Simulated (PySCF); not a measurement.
BCl3, SMILES ClB(Cl)Cl.

The structure is a stationary point at PBE0-D3(BJ)/def2-SVP. The isomer is the one that the SMILES or the coordinates give; other isomers of the formula were not compared.

Two levels are set side by side: PBE/def2-TZVPD (PySCF) and r2SCAN/def2-TZVPD (PySCF). Same geometry, gas phase. Differences are taken from unrounded values.

```
quantity                     r2SCAN    PBE  PBE minus r2SCAN
---------------------------  ------  -----  ----------------
orbital gap (eV)               5.61   4.97             -0.64
highest occupied level (eV)   -8.05  -7.71              0.34
lowest empty level (eV)       -2.44  -2.75             -0.31
mean polarisability (bohr³)    56.2   58.2               2.1
```

Rough cost on one machine, each run with all the roots and properties that it gave: r2SCAN against PBE about 4 times.
